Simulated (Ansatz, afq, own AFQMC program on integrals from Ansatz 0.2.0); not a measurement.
Integrals from Ansatz 0.2.0, then the random walk in our own AFQMC program (afq).

```yaml
crystal:
  periodic: [false, false, false]
  atoms:
    - {symbol: Al, position_ang: [-0.598613, 0.005200, 0.004042]}
    - {symbol: C, position_ang: [0.992291, -0.008619, -0.006699]}
    - {symbol: H, position_ang: [1.391191, -1.031613, -0.004405]}
    - {symbol: H, position_ang: [1.410421, 0.501885, 0.870909]}
    - {symbol: H, position_ang: [1.398424, 0.493246, -0.894860]}
basis:
  gaussian: {orbitals: cc-pVDZ}
magnetization: {spin_polarized: true, initial_magnetization: 0}
correlation: {method: ccsd_t, electrons: outside_noble_gas, hamiltonian_folder: ham}
```

```sh
$ ansatz run in.yaml --threads 1 --pin off --events-out ev --progress --plain --max-ram 1382MiB
```

afq runs on the folder ham with

```
--method phaseless --trial cisd --walkers 60 --populations 1 --least-time 40 --time-step 0.005 --steps-per-block 50 --equilibration-blocks 28 --max-blocks 300 --target-error 0.00038 --factor-cut 1e-05 --start spin_pure --seed 7373 --release-times 0.24,0.51,0.99,1.62,2.4 --release-step 0.03 --release-every 4 --taylor-order 6
```

Times are imaginary, in 1/Eh. The walk had a cap of 656 s.

Output of the walk:

```
orbitals 41  electrons 5 5  factors 334 of 444
reference energy -281.42652738 Eh
CCSD correlation -0.23083132 Eh in 9 cycles, weight of the determinant in the CISD state 0.8721
energy of the start -281.657359 Eh
 block  time / (1/Eh)  mean weight  energy / Eh
     1     0.250  1.0010  -281.654161
     2     0.500  1.0008  -281.656205
     3     0.750  0.9988  -281.658769
     4     1.000  1.0004  -281.659299
     5     1.250  1.0000  -281.660094
     7     1.750  1.0011  -281.657918
     9     2.250  1.0005  -281.658622
    17     4.250  0.9999  -281.658145
    33     8.250  0.9989  -281.666927
    49    12.250  1.0018  -281.664274
    65    16.250  0.9995  -281.663609
    81    20.250  0.9996  -281.666578
    97    24.250  0.9999  -281.659888
   113    28.250  1.0002  -281.658846
   129    32.250  1.0001  -281.662547
   145    36.250  1.0001  -281.664040
   161    40.250  0.9997  -281.661569
   177    44.250  1.0021  -281.662047
   185    46.250  0.9999  -281.672375
   193    48.250  1.0005  -281.662406
   209    52.250  1.0008  -281.660848
   217    54.250  1.0005  -281.658092
   225    56.250  0.9987  -281.664969
   241    60.250  1.0016  -281.662585
   257    64.250  1.0019  -281.662848
   273    68.250  0.9981  -281.664478
   289    72.250  1.0013  -281.666796
   305    76.250  0.9992  -281.660778
   321    80.250  0.9992  -281.663704
blocks merged  error / Eh  count
     1  0.000222  300
     2  0.000273  150
     4  0.000338  75
     8  0.000405  37
    16  0.000456  18
    32  0.000569  9
released: time / (1/Eh)  energy / Eh  error  mean overlap
  0.24  -281.663950  0.000394  0.9922
  0.51  -281.664563  0.000395  0.9817
  0.99  -281.664344  0.000411  0.9780
  1.62  -281.664372  0.000497  0.9753
  2.40  -281.664950  0.000654  0.9616
energy -281.663568 +/- 0.000456 Eh
(rows thinned)
```

The run passed its tests (sampling time, drift between the halves within three errors, error under three times the target), which doesn't prove that it has relaxed.

Against this walk (error 12.4 meV) on the same determinant: CCSD(T) 3.5 meV higher (within the noise), CCSDT(Q) 23.0 meV lower (within the noise). The error is statistical and leaves out the bias of the constraint. Released to 2.40 1/Eh the energy moves by -38 ± 22 meV (both errors), within twice the noise.

Cautions: constraint bias not in the error; error above the target (12.4 against 10.3 meV); an unrestricted solution with more broken spin lies lower (8 meV, ⟨S²⟩ 0.12), while this determinant keeps restricted orbitals.

The walk took 9.5 min on 1 thread of Arm Neoverse V1, on a shared host. The log's last line is the phaseless energy.

CCSDT and higher add their correlation energy to the determinant of the CCSD(T) run, since their own runs factorise the integrals more tightly (a shift of under 2 meV). A walk keeps the symmetry of its determinant, which the program's search chose and which needn't be the lowest solution, so a lower state of the same spin and another symmetry isn't excluded.
